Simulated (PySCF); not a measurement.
Molecule: SMILES PP, H4P2.

Atom-mapped SMILES (the numbers label the heavy atoms): `[PH2:1][PH2:2]`. Each H is labelled by its parent atom.

Geometry PBE0-D3(BJ)/def2-SVP throughout; GIAO in PySCF, gas phase, one conformer, non-relativistic; equivalent atoms averaged; functional PBE0.

Q: How do the absolute shieldings σ depend on the basis set? (ppm; last column core-seconds on shared hosts with different chips, so compare them loosely)

A: 
```tsv
basis set	functions	P1/P2	H(P1)/H(P2)	core-s
STO-3G	22	666.7	32.02	1.4
6-31G	34	585.6	30.26	3.2
pcSseg-0	34	577.9	30.30	1.1
6-31G*	44	561.2	29.42	3.9
def2-SVP	56	585.4	29.04	4.2
cc-pVDZ	56	585.2	29.03	1.8
pcSseg-1	68	532.3	28.77	2.6
aug-cc-pVDZ	90	585.7	28.97	3
6-311+G(2d,p)	94	526.4	28.91	7.4
def2-TZVP	98	514.3	28.92	7.5
cc-pVTZ	124	545.7	28.91	4.2
IGLO-III	128	532.6	28.97	4
pcSseg-2	142	523.0	28.70	3.4
pcSseg-3	284	523.1	28.68	17
```

Q: Which nucleus moves most, in ppm?

A: P1/P2 (phosphorus bonded to P, 2 H): from 514.3 ppm with def2-TZVP to 666.7 ppm with STO-3G. The smallest spread is 3.34 ppm, at H(P1)/H(P2).

Q: Taking the largest basis, pcSseg-3 (284 functions), as the yardstick, rank the others by their worst heavy-atom deviation.

A: pcSseg-2 0.0 ppm (142 functions), 6-311+G(2d,p) 3.3 ppm (94 functions), def2-TZVP 8.8 ppm (98 functions), pcSseg-1 9.2 ppm (68 functions), IGLO-III 9.5 ppm (128 functions), cc-pVTZ 22.6 ppm (124 functions), 6-31G* 38.1 ppm (44 functions), pcSseg-0 54.8 ppm (34 functions), cc-pVDZ 62.1 ppm (56 functions), def2-SVP 62.3 ppm (56 functions), 6-31G 62.5 ppm (34 functions), aug-cc-pVDZ 62.6 ppm (90 functions), STO-3G 143.7 ppm (22 functions).

A small basis that lands close on one nucleus may do so by chance; judge by the trend and by all nuclei.
